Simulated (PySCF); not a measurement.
Species: 2,3-dimethylbutane, C6H14.
Cartesian coordinates in Å at the PBE0-D3(BJ)/def2-SVP level; atoms count from 1:
```
atom  x, y, z in Å
C1     1.457   -0.355    0.892
C2     0.742    0.418   -0.213
C3     1.260    0.000   -1.585
C4    -0.798    0.343   -0.126
C5    -1.335    1.017    1.133
C6    -1.353   -1.072   -0.257
H7     1.141   -0.035    1.896
H8     2.546   -0.206    0.827
H9     1.273   -1.438    0.810
H10    0.996    1.487   -0.082
H11    0.751    0.548   -2.393
H12    1.111   -1.077   -1.766
H13    2.340    0.197   -1.675
H14   -1.174    0.924   -0.990
H15   -0.940    2.040    1.242
H16   -1.065    0.456    2.041
H17   -2.434    1.083    1.106
H18   -1.021   -1.565   -1.183
H19   -1.046   -1.706    0.591
H20   -2.453   -1.058   -0.269
```

Method used: PySCF, PBE0-D3(BJ)/def2-SVP geometry optimisation, gas phase.

Take the most abundant isotopes and a rigid rotor. The values belong to one conformer with, in the numbering `[CH3:1][CH:2]([CH3:3])[CH:4]([CH3:5])[CH3:6]`, C1–C2–C4–C5 65°.

Q: Give the principal moments of inertia and the rotational constants in cm⁻¹.

A: Ia = 118.95, Ib = 195.08, Ic = 227.06 u·Å²; 505379 MHz·u·Å²/I gives 4249, 2591 and 2226 MHz, that is A = 0.14172, B = 0.08641, C = 0.07424 cm⁻¹.

Q: Classify the top.

A: An asymmetric top: κ = (2 × 2591 − 4249 − 2226)/(4249 − 2226) = -0.64.

Q: Is it planar, by Δ = Ic − Ia − Ib?

A: Not planar: Δ = Ic − Ia − Ib = -86.97 u·Å². For a rigid frame Δ = −2 Σ m c², so Σ m c² = 43.49 u·Å² lies off the ab plane: 17.40 from hydrogen and 26.09 from heavier atoms. The atom farthest from that plane is 1.77 Å away.

Q: List the rotational levels J(Ka,Kc) to J = 2 (MHz).

A: Above 0(0,0):
J = 1: 1(0,1) 4816, 1(1,1) 6474, 1(1,0) 6839
J = 2: 2(0,2) 14395, 2(1,2) 15742, 2(1,1) 16837, 2(2,1) 21811, 2(2,0) 21864
The levels of one J sum to (2J + 1)J(J + 1)(A + B + C)/3.

The dipole components are |μa| = 0.00 D, |μb| = 0.00 D, |μc| = 0.09 D.

Q: Estimate the classical rotational partition function at 50 K, 200 K and 500 K.

A: Point group C2, symmetry number σ = 2; q = (√π/σ)·√((kT/h)³/(ABC)), k/h = 20836.6 MHz/K: 6020 at 50 K, 48200 at 200 K, 190000 at 500 K.

Stationary, but not proved a minimum. Zero-point vibration and centrifugal distortion are left out. A rigid rotor knows nothing of internal rotation, which can split or shift real lines.

Time: 42 s; peak memory 0.65 GiB. Hardware: Intel Xeon Platinum 8488C, one thread, no GPU, shared host with 192 logical CPUs at a one-minute load of 109. These figures are those of the optimisation.
